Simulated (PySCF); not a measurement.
Geometry:
```
atom   x (Å)   y (Å)   z (Å)
  C1   1.883  -0.195  -0.836
  C2   0.707  -0.077  -0.316
  C3  -0.503   0.045   0.217
  H4  -1.048   0.998   0.195
  H5  -1.005  -0.803   0.702
```

PySCF 2.14.0 with density-fitted response routines calculation with PBE0-D3(BJ)/def2-SVP geometry, J couplings at B3LYP/pcJ-1 and GIAO KT3/pcSseg-2 shieldings; no solvent model, a single conformation, equivalent nuclei averaged, no relativistic terms.

List the cross peaks expected in HSQC, COSY and HMBC spectra.

Results:



HSQC (one-bond C–H):
```csv
δH,δC,"1J(C,H) (Hz)"
7.41 (H4/H5),154.5 (C3),183
```

HMBC (two and three bonds, |J| ≥ 2.5 Hz):
```csv
δH,δC [abs. J in Hz]
7.41 (H4/H5),"611.1 (C1) [5.8], 238.9 (C2) [3.3]"
```

No COSY cross peaks are expected.

References, each an isolated molecule treated in the same way: 1H (31.35 ppm) and 13C (181.31 ppm) vs TMS.

Shifts are as computed, not scaled to solution data. Of 1211 compounds with measured shifts, 218 miss one by over three times the rms of a fit or turn the order of signals round; such compounds aren't used in these exercises.
